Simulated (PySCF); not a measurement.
Constitutional and geometric isomers with formula C3H4. Gas-phase values, no solvent. Strings in code marks are SMILES.

The S1 excitation (TDA) from two functionals at the same geometries (r2SCAN-D4/def2-TZVP), both in PySCF: PBE-D3(BJ)/def2-TZVP and r2SCAN-D4/def2-TZVP. Excitations are Tamm–Dancoff values on a coarser integration grid. The basis has no diffuse functions, so Rydberg states are missing or too high.

```json
[
 {"species": "`CC#C`", "PBE-D3(BJ)/def2-TZVP (eV)": "6.72"},
 {"species": "`C1=CC1`", "PBE-D3(BJ)/def2-TZVP (eV)": "6.34"},
 {"species": "`C=C=C`", "PBE-D3(BJ)/def2-TZVP (eV)": "5.84"}
]
```

**Question.** What does r2SCAN-D4/def2-TZVP give for each?

**Answer.** 
- `CC#C`: 7.14
- `C1=CC1`: 6.75
- `C=C=C`: 6.25
Over these rows, drawn at random from the members with no instability flagged (it was tested for open shells, ions and some series alone), PBE minus r2SCAN-D4: mean -0.41 eV, from -0.42 eV to -0.41 eV.
